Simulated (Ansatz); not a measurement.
# Correlation methods on HCO, doublet

Computed with Ansatz's Gaussian-basis code (development build); BCCD by scripts on PySCF. Nonrelativistic, STO-3G, 2 core orbitals frozen. Perturbation and coupled-cluster methods stand on the Hartree–Fock determinant that coupled cluster favours; RHF here means ROHF, with semicanonical perturbation theory. The state met can differ between shapes. The basis is small, far from the limit.

Shape A. A bond is stretched, to 1.88 times the sum of the covalent radii.

```xyz
3

C     0.0000    0.0000    0.0000
H     0.0000    1.6560   -1.1340
O     0.0000    0.0000    1.1760
```

Shape B. A bond is stretched, to 3.04 times the sum of the covalent radii.

| atom | x (Å) | y (Å) | z (Å) |
| --- | --- | --- | --- |
| C | 0.0000 | 0.0000 | 0.0000 |
| H | 0.0000 | 2.6864 | -1.8396 |
| O | 0.0000 | 0.0000 | 1.1760 |

Shape C. A bond is stretched, to 1.79 times the sum of the covalent radii.

```xyz
3

C     0.0000    0.0000    0.0000
H     0.0000    1.5824   -1.0836
O     0.0000    0.0000    1.1760
```

Correlation energy of CCSD(T), then each method's total less that of CCSD(T), in eV:

```csv
case,E corr CCSD(T),CCSD,BCCD,BCCD(T),determinant
A RHF,-4.072,+0.242,+0.294,+0.002,–
B RHF,-4.031,+0.241,+0.295,+0.002,–
C RHF,-4.104,+0.243,+0.294,+0.002,–
C UHF,-4.039,+0.236,+0.291,0.000,⟨S²⟩ = 0.781
```

**Question.** How far does full CI lie from CCSD(T) in each case, and where is CCSD(T) within 1 kcal/mol (0.043 eV)?

**Answer.** A RHF: -0.029 eV (within); B RHF: -0.025 eV (within); C RHF: -0.032 eV (within); C UHF: -0.033 eV (within).
